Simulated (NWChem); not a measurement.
# C5H6 (2-methyl-1-buten-3-yne): B3LYP/6-31G(d) (density fitting with ahlrichs coulomb fitting, spherical functions)

Aim: the vertical ionisation energy of C5H6 (2-methyl-1-buten-3-yne) at B3LYP/6-31G* (density fitting with ahlrichs coulomb fitting, spherical functions), from 2 runs. 

The results are computed with NWChem 7.3.0.

## 1. The system as given

C5H6 has 11 atoms, charge 0, and is taken as a singlet. As SMILES, `C#CC(=C)C`. The coordinates come from a PBE0-D4/def2-TZVP relaxation.

Bond lengths: C1–C2 1.203 Å, C2–C3 1.426 Å, C3–C4 1.335 Å, C3–C5 1.500 Å, C1–H6 1.064 Å, C4–H7 1.084 Å, C4–H8 1.082 Å, C5–H9 1.093 Å, C5–H10 1.093 Å, C5–H11 1.090 Å. Some angles: C1–C2–C3 177.6°, C2–C3–C4 120.8°, C2–C3–C5 116.1°, C4–C3–C5 123.1°, C2–C1–H6 179.2°, C3–C4–H7 120.7°, C3–C4–H8 121.4°, C3–C5–H9 110.6°, C3–C5–H10 110.6°, C3–C5–H11 110.8°.

## 2. A single-point energy at B3LYP/6-31G(d) (density fitting with ahlrichs coulomb fitting, spherical functions)

struct.nw

```
start struct
title "C5H6 energy"
memory 2200 mb

geometry units angstrom noautosym nocenter noautoz
  C    -1.345100    1.765600    1.023600
  C    -0.786700    0.836000    0.502900
  C    -0.073000   -0.237900   -0.105500
  C    -0.718400   -1.309500   -0.570900
  C     1.416500   -0.080200   -0.182900
  H    -1.852900    2.580700    1.482100
  H    -0.174900   -2.125300   -1.033200
  H    -1.795300   -1.393800   -0.500600
  H     1.842600    0.040200    0.816500
  H     1.678700    0.815000   -0.752400
  H     1.874100   -0.947800   -0.659100
end

basis spherical bse
  * library 6-31G*
end

basis "cd basis" spherical
  * library "ahlrichs coulomb fitting"
end

dft
  xc b3lyp
  grid fine
  convergence energy 1e-08
  iterations 100
  mulliken
  print low
end

task dft
```

On the command line:

```bash
nwchem struct.nw > struct.out
```

The log of the run:

```text
[...]
 d= 0,ls=0.0,diis     1   -193.9954086875 -3.37D+02  1.13D-02  4.26D-01     2.5
[...]
 d= 0,ls=0.0,diis    10   -194.0486459312 -8.55D-09  9.32D-07  1.07D-08    20.0
         Total DFT energy =     -194.048645931172
      One electron energy =     -543.567388626404
           Coulomb energy =      235.379996045623
    Exchange-Corr. energy =      -29.338473528023
 Nuclear repulsion energy =      143.477220177633
[...]
      Total Density - Mulliken Population Analysis
     ---------------------------------------------
    Atom       Charge   Shell Charges
 -----------   ------   -------------------------------------------------------
    1 C    6     6.54   2.00  0.68  2.01  0.73  1.10  0.02
    2 C    6     5.67   2.00  0.69  2.03  0.47  0.46  0.03
    3 C    6     5.91   2.00  0.69  2.08  0.41  0.69  0.05
    4 C    6     6.35   2.00  0.69  2.06  0.58  0.99  0.03
    5 C    6     6.50   2.00  0.67  2.14  0.63  1.02  0.04
    6 H    1     0.81   0.51  0.30
    7 H    1     0.86   0.53  0.33
    8 H    1     0.85   0.53  0.32
    9 H    1     0.83   0.52  0.31
   10 H    1     0.83   0.52  0.31
[...]
```

Wall time 21 s (1 thread of Intel Xeon Platinum 8375C at 2.90GHz (Ice Lake), shared host); peak memory 0.13 GiB.

## 3. The doublet cation, same level

c5h6.xyz

```xyz
11
C5H6 B3LYP
C     -1.345100     1.765600     1.023600
C     -0.786700     0.836000     0.502900
C     -0.073000    -0.237900    -0.105500
C     -0.718400    -1.309500    -0.570900
C      1.416500    -0.080200    -0.182900
H     -1.852900     2.580700     1.482100
H     -0.174900    -2.125300    -1.033200
H     -1.795300    -1.393800    -0.500600
H      1.842600     0.040200     0.816500
H      1.678700     0.815000    -0.752400
H      1.874100    -0.947800    -0.659100
```

c5h6.nw

```
start c5h6
title "C5H6 B3LYP"
memory total 2200 mb
charge 1

geometry noautosym nocenter noautoz
  load c5h6.xyz
end

basis "ao basis" spherical bse
  C library 6-31G*
  H library 6-31G*
end

basis "cd basis" spherical
  C library "ahlrichs coulomb fitting"
  H library "ahlrichs coulomb fitting"
end

dft
  xc b3lyp
  mult 2
  grid fine
  convergence energy 1e-08
  maxiter 100
  mulliken
  print low
end

task dft energy
```

On the command line:

```bash
nwchem c5h6.nw > c5h6.out
```

The log of the run:

```text
[...]
 d= 0,ls=0.0,diis     1   -193.6512207398 -3.37D+02  7.45D-03  1.62D-01     3.3
[...]
 d= 0,ls=0.0,diis    14   -193.7258701800 -8.57D-09  5.10D-07  7.08D-10    38.0
[...]
         Total DFT energy =     -193.725870180030
      One electron energy =     -534.960290924647
           Coulomb energy =      226.778689302165
    Exchange-Corr. energy =      -29.021488735180
 Nuclear repulsion energy =      143.477220177633
[...]
      Total Density - Mulliken Population Analysis
     ---------------------------------------------
    Atom       Charge   Shell Charges
 -----------   ------   -------------------------------------------------------
    1 C    6     6.29   2.00  0.73  1.94  0.71  0.90  0.03
    2 C    6     5.62   2.00  0.70  2.03  0.44  0.43  0.03
    3 C    6     5.90   2.00  0.71  2.03  0.44  0.67  0.05
    4 C    6     6.21   2.00  0.73  2.01  0.63  0.82  0.03
    5 C    6     6.52   2.00  0.67  2.16  0.66  0.99  0.03
    6 H    1     0.69   0.49  0.19
    7 H    1     0.74   0.52  0.22
    8 H    1     0.74   0.52  0.22
    9 H    1     0.75   0.51  0.24
   10 H    1     0.75   0.51  0.24
[...]
      <S2> =      0.7644 (Exact =     0.7500)
[...]
```

It took 39 s on 1 thread of Intel Xeon Platinum 8375C at 2.90GHz (Ice Lake), shared host; peak memory 0.12 GiB.

## 4. Summary of results

At B3LYP/6-31G* (density fitting with ahlrichs coulomb fitting, spherical functions):

| quantity | value |
| --- | --- |
| singlet C5H6: total energy | -194.04865 Eh |
| doublet cation: total energy | -193.72587 Eh |
| doublet cation: ⟨S²⟩ | 0.764 |
| vertical ionisation energy (to the doublet cation) | 8.783 eV |

**Reading.** Removing an electron at fixed nuclei costs 8.78 eV (203 kcal/mol).
